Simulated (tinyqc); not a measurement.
Inside a calculation (part 2 of 2). Method: UHF in the sto-3g basis, for BH, spin multiplicity 3. This run ends on a higher stationary point, not on the lowest solution. Computed by tinyqc, a small Python program that keeps every step (integrals from PySCF). Command: `OMP_NUM_THREADS=1 python tinyqc.py 29410 29411 out.jsonl` (the two numbers bound the seeds that draw the settings). One thread of a shared host (Intel(R) Xeon(R) Processor @ 2.60GHz), about 0.1 s of CPU time with the checks.

Geometry (angstrom):
```
atom         x         y         z
B     0.000000  0.000000  0.000000
H     0.000000  0.000000  2.424000
```

## Iteration 3: DIIS over 3 matrices

error matrix X^T (FDS - SDF) X (alpha):
```
           1          2         3         4          5          6
1   0.000000  -0.009143  0.000000  0.000000   0.004865   0.047207
2   0.009143   0.000000  0.000000  0.000000  -0.053222  -0.200829
3   0.000000   0.000000  0.000000  0.000000   0.000000   0.000000
4   0.000000   0.000000  0.000000  0.000000   0.000000   0.000000
5  -0.004865   0.053222  0.000000  0.000000   0.000000  -0.024803
6  -0.047207   0.200829  0.000000  0.000000   0.024803   0.000000
```

B (overlaps of the stored error matrices), lower triangle:
```
                1              2              3
1   1.3693560e-01
2  -3.9110388e-02  8.0140976e-02
3   2.1008253e-02  4.3836738e-02  9.9733055e-02
```

Minimise |sum c_i e_i|^2 with sum c_i = 1: solve [B -1; -1 0][c; lambda] = [0; -1] with B_ij = tr e_i^T e_j summed over both spins, and take F = sum c_i F_i.

DIIS coefficients: 0.418004  0.625390  -0.043394

extrapolated F(alpha) (hartree), lower triangle:
```
            1B 1s      1B 2s     1B 2px     1B 2py     1B 2pz      2H 1s
1B 1s   -7.324950
1B 2s   -2.213760  -0.756257
1B 2px   0.000000   0.000000  -0.202120
1B 2py   0.000000   0.000000   0.000000  -0.202120
1B 2pz   0.004360  -0.003485   0.000000   0.000000   0.097943
2H 1s   -0.032196  -0.074671   0.000000   0.000000  -0.104078  -0.063284
```

extrapolated F(beta) (hartree), lower triangle:
```
            1B 1s      1B 2s    1B 2px    1B 2py     1B 2pz      2H 1s
1B 1s   -7.288943
1B 2s   -2.150632  -0.519649
1B 2px   0.000000   0.000000  0.415086
1B 2py   0.000000   0.000000  0.000000  0.415086
1B 2pz   0.004326  -0.001486  0.000000  0.000000   0.165663
2H 1s   -0.031008  -0.064614  0.000000  0.000000  -0.095949  -0.057633
```

## Iteration 3: diagonalisation and new density

X, lower triangle:
```
            1B 1s      1B 2s    1B 2px    1B 2py     1B 2pz     2H 1s
1B 1s    1.028830
1B 2s   -0.141637   1.031441
1B 2px   0.000000   0.000000  1.000000
1B 2py   0.000000   0.000000  0.000000  1.000000
1B 2pz  -0.000668   0.003663  0.000000  0.000000   1.004954
2H 1s    0.006805  -0.042422  0.000000  0.000000  -0.057768  1.007522
```

Diagonalise F' = X^T F X, C = X C', fill 4 alpha and 2 beta electrons from the bottom; D(s) = C_occ C_occ^T. Each column has its largest component positive (the first on a tie).

F' = X^T F X (alpha) (hartree), lower triangle:
```
           1          2          3          4          5          6
1  -7.123700
2  -1.215226  -0.298651
3   0.000000   0.000000  -0.202120
4   0.000000   0.000000   0.000000  -0.202120
5   0.002426   0.003752   0.000000   0.000000   0.110784
6   0.019625  -0.059529   0.000000   0.000000  -0.107942  -0.046298
```

orbital energies (alpha) (hartree): MO1 -7.333632, MO2 -0.202120, MO3 -0.202120, MO4 -0.150479, MO5 -0.043383, MO6 0.169629

coefficients C (alpha):
```
              MO1       MO2        MO3        MO4        MO5        MO6
1B 1s    0.989700  0.000000   0.000000  -0.206622  -0.233533  -0.043158
1B 2s    0.036043  0.000000   0.000000   0.673190   0.779724   0.152617
1B 2px   0.000000  0.943904  -0.330219   0.000000   0.000000   0.000000
1B 2py   0.000000  0.330219   0.943904   0.000000   0.000000   0.000000
1B 2pz  -0.000389  0.000000   0.000000   0.239095  -0.370684   0.904826
2H 1s   -0.001770  0.000000   0.000000   0.646083  -0.566167  -0.531332
```

F' = X^T F X (beta) (hartree), lower triangle:
```
           1          2         3         4          5          6
1  -7.099240
2  -1.186709  -0.065495
3   0.000000   0.000000  0.415086
4   0.000000   0.000000  0.000000  0.415086
5   0.002223   0.005974  0.000000  0.000000   0.178265
6   0.018327  -0.059120  0.000000  0.000000  -0.104003  -0.041725
```

orbital energies (beta) (hartree): MO1 -7.294072, MO2 -0.096594, MO3 0.134162, MO4 0.228310, MO5 0.415086, MO6 0.415086

coefficients C (beta):
```
              MO1        MO2        MO3        MO4        MO5       MO6
1B 1s    0.992289  -0.065934  -0.284087  -0.094388   0.000000  0.000000
1B 2s    0.027366   0.210997   0.965447   0.329223   0.000000  0.000000
1B 2px   0.000000   0.000000   0.000000   0.000000  -0.092974  0.995669
1B 2py   0.000000   0.000000   0.000000   0.000000   0.995669  0.092974
1B 2pz  -0.000440   0.289470  -0.358129   0.895117   0.000000  0.000000
2H 1s   -0.001320   0.886839  -0.125340  -0.467000   0.000000  0.000000
```

D(alpha) after iteration 3, lower triangle:
```
            1B 1s     1B 2s    1B 2px    1B 2py    1B 2pz     2H 1s
1B 1s    1.022199
1B 2s   -0.103424  0.454483
1B 2px   0.000000  0.000000  1.000000
1B 2py   0.000000  0.000000  0.000000  1.000000
1B 2pz  -0.049788  0.160943  0.000000  0.000000  0.057167
2H 1s   -0.135246  0.434872  0.000000  0.000000  0.154476  0.417426
```

D(beta) after iteration 3, lower triangle:
```
            1B 1s     1B 2s    1B 2px    1B 2py    1B 2pz     2H 1s
1B 1s    0.988984
1B 2s    0.013243  0.045269
1B 2px   0.000000  0.000000  0.000000
1B 2py   0.000000  0.000000  0.000000  0.000000
1B 2pz  -0.019522  0.061065  0.000000  0.000000  0.083793
2H 1s   -0.059783  0.187085  0.000000  0.000000  0.256714  0.786485
```

Within a degenerate level the vectors are fixed only up to a rotation; this is one choice.

## Iteration 12 (converged): orbitals

converged F(alpha) (hartree), lower triangle:
```
            1B 1s      1B 2s     1B 2px     1B 2py     1B 2pz     2H 1s
1B 1s   -7.280763
1B 2s   -2.159185  -1.132244
1B 2px   0.000000   0.000000  -0.239568
1B 2py   0.000000   0.000000   0.000000  -0.239568
1B 2pz   0.000193   0.000242   0.000000   0.000000   0.251692
2H 1s   -0.029903  -0.072904   0.000000   0.000000  -0.035887  0.281337
```

converged F(beta) (hartree), lower triangle:
```
            1B 1s      1B 2s    1B 2px    1B 2py     1B 2pz      2H 1s
1B 1s   -7.179573
1B 2s   -2.112824  -0.425051
1B 2px   0.000000   0.000000  0.490067
1B 2py   0.000000   0.000000  0.000000  0.490067
1B 2pz   0.000186  -0.008722  0.000000  0.000000   0.415044
2H 1s   -0.029583  -0.078921  0.000000  0.000000  -0.092347  -0.478546
```

As before.

F' = X^T F X (alpha) (hartree), lower triangle:
```
           1          2          3          4          5         6
1  -7.100325
2  -1.107924  -0.713205
3   0.000000   0.000000  -0.239568
4   0.000000   0.000000   0.000000  -0.239568
5  -0.001930   0.005129   0.000000   0.000000   0.259320
6   0.019939  -0.055497   0.000000   0.000000  -0.067773  0.295298
```

orbital energies (alpha) (hartree): MO1 -7.287064, MO2 -0.530560, MO3 -0.239568, MO4 -0.239568, MO5 0.208480, MO6 0.350232

coefficients C (alpha):
```
              MO1        MO2       MO3        MO4        MO5        MO6
1B 1s    0.990977  -0.309303  0.000000   0.000000   0.017080   0.024569
1B 2s    0.031795   1.035109  0.000000   0.000000  -0.065389  -0.094900
1B 2px   0.000000   0.000000  0.997847  -0.065581   0.000000   0.000000
1B 2py   0.000000   0.000000  0.065581   0.997847   0.000000   0.000000
1B 2pz   0.000157  -0.001119  0.000000   0.000000   0.770135  -0.648208
2H 1s   -0.001733   0.027754  0.000000   0.000000   0.557463   0.841871
```

F' = X^T F X (beta) (hartree), lower triangle:
```
           1          2         3         4          5          6
1  -6.992561
2  -1.175723   0.026755
3   0.000000   0.000000  0.490067
4   0.000000   0.000000  0.000000  0.490067
5  -0.001185  -0.000017  0.000000  0.000000   0.428260
6   0.018804  -0.059611  0.000000  0.000000  -0.090145  -0.467217
```

orbital energies (beta) (hartree): MO1 -7.184269, MO2 -0.481600, MO3 0.223676, MO4 0.437430, MO5 0.490067, MO6 0.490067

coefficients C (beta):
```
              MO1        MO2        MO3        MO4        MO5       MO6
1B 1s    0.992623  -0.018761  -0.304689  -0.010584   0.000000  0.000000
1B 2s    0.026234   0.049486   1.039773   0.038470   0.000000  0.000000
1B 2px   0.000000   0.000000   0.000000   0.000000   0.981030  0.193855
1B 2py   0.000000   0.000000   0.000000   0.000000  -0.193855  0.981030
1B 2pz   0.000146   0.041746  -0.029565   1.005319   0.000000  0.000000
2H 1s   -0.001461   0.989327  -0.125425  -0.160572   0.000000  0.000000
```

D(alpha) after iteration 12, lower triangle:
```
            1B 1s      1B 2s    1B 2px    1B 2py     1B 2pz     2H 1s
1B 1s    1.077704
1B 2s   -0.288654   1.072463
1B 2px   0.000000   0.000000  1.000000
1B 2py   0.000000   0.000000  0.000000  1.000000
1B 2pz   0.000501  -0.001153  0.000000  0.000000   0.000001
2H 1s   -0.010302   0.028673  0.000000  0.000000  -0.000031  0.000773
```

D(beta) after iteration 12, lower triangle:
```
            1B 1s     1B 2s    1B 2px    1B 2py    1B 2pz     2H 1s
1B 1s    0.985652
1B 2s    0.025112  0.003137
1B 2px   0.000000  0.000000  0.000000
1B 2py   0.000000  0.000000  0.000000  0.000000
1B 2pz  -0.000639  0.002070  0.000000  0.000000  0.001743
2H 1s   -0.020012  0.048919  0.000000  0.000000  0.041300  0.978769
```

Within a degenerate level the vectors are fixed only up to a rotation; this is one choice.

## Convergence

Stop when the energy changes by less than 1e-09 hartree and every element of the error matrix X^T (F D S - S D F) X (for each spin) is below 9e-06.

Course of the cycle:
```
iteration   E (hartree)     change  largest element of the error matrix
1          -23.52745982          -                             1.65e-01
2          -24.00913747  -4.82e-01                             1.04e-01
3          -24.32398101  -3.15e-01                             2.01e-01
4          -24.29288925   3.11e-02                             2.02e-01
5          -24.53840725  -2.46e-01                             5.24e-02
6          -24.54202681  -3.62e-03                             3.00e-02
7          -24.54397188  -1.95e-03                             1.53e-02
8          -24.54498949  -1.02e-03                             1.29e-03
9          -24.54499398  -4.50e-06                             5.23e-04
10         -24.54499478  -7.96e-07                             1.30e-04
11         -24.54499485  -6.93e-08                             4.72e-07
12         -24.54499485  -8.38e-13                             6.24e-08
```

PySCF UHF in the same basis, after a stability check = -24.61693217 hartree

Converged in 12 iterations. But the solution lies 0.07194 hartree above the reference: it is another stationary point, not the lowest one. Reruns (cap 100 unless said): DIIS 8: converged in 12 to a higher stationary point; damping 0.5: converged in 37 to a higher stationary point; level shift 0.5: converged in 37 to a higher stationary point; atomic densities as start, DIIS 8: converged in 11.

## Populations, bond orders and dipole

overlap S, lower triangle:
```
           1B 1s     1B 2s    1B 2px    1B 2py    1B 2pz     2H 1s
1B 1s   1.000000
1B 2s   0.269328  1.000000
1B 2px  0.000000  0.000000  1.000000
1B 2py  0.000000  0.000000  0.000000  1.000000
1B 2pz  0.000000  0.000000  0.000000  0.000000  1.000000
2H 1s   0.003635  0.080675  0.000000  0.000000  0.114103  1.000000
```

Mulliken: Z minus the diagonal of D S on the atom; Loewdin: the same with S^(1/2) D S^(1/2); Mayer order: 2 sum_s sum (D(s) S)_ij (D(s) S)_ji over the two atoms.

Charges (e):
```
atom   Mulliken    Loewdin  Mulliken spin
1B    -0.009599  -0.012405       2.984310
2H     0.009599   0.012405      -0.984310
```

Mayer bond orders:
```
pair     order
2-1   0.031041
```

dipole moment about the origin, x y z (debye): 0.000000  0.000000  0.085898

<S^2> of the determinant (pure state: 2) = 2.975444
